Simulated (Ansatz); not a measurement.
# CH2Cl3: the cost of one run

Method: UKS PBE0/def2-SVP, in Ansatz 0.2.0.

## (1) The structure to begin with

Bond lengths: C2–Cl3 1.733 Å, C2–Cl4 1.732 Å, C2–H6 1.087 Å. Angles: Cl3–C2–Cl4 114.3°, Cl3–C2–H6 111.9°, Cl4–C2–H6 111.9°.

Coordinates:

```xyz
6

H    -0.3134    0.7542   -0.2410
C     0.3361   -0.4231    0.1131
Cl   -0.3688   -1.6798   -0.8502
Cl    0.1148   -0.6246    1.8191
Cl   -1.1477    2.2253   -0.6984
H     1.3790   -0.2520   -0.1426
```

## (2) Pulling towards end A

Springs on the bonds that form and break draw the guess towards this end; the thresholds are loose.

Input file input.yaml:

```yaml
crystal:
  periodic: [false, false, false]
  atoms:
    - { symbol: H, position_ang: [-0.3134, 0.7542, -0.241] }
    - { symbol: C, position_ang: [0.3361, -0.4231, 0.1131] }
    - { symbol: Cl, position_ang: [-0.3688, -1.6798, -0.8502] }
    - { symbol: Cl, position_ang: [0.1148, -0.6246, 1.8191] }
    - { symbol: Cl, position_ang: [-1.1477, 2.2253, -0.6984] }
    - { symbol: H, position_ang: [1.379, -0.252, -0.1426] }
magnetization:
  spin_polarized: true
  initial_magnetization: 1
basis:
  gaussian: { orbitals: def2-SVP }
hamiltonian:
  xc: pbe0
relax:
  f_tol: 0.15
  max_steps: 25
  restrain:
    - { distance: [0, 4], at: 2.63, k: 30.0 }
    - { distance: [1, 0], at: 1.07, k: 30.0 }
```

On the command line:

```sh
$ ansatz run input.yaml --threads 2 --pin off --max-ram 3072MiB --backend cpu --events-out ev --progress --plain --runs-dir out
```

What time and memory should one allow on 2 threads of Arm Neoverse V2, shared host?

About 47 s, with a peak of 0.26 GiB.
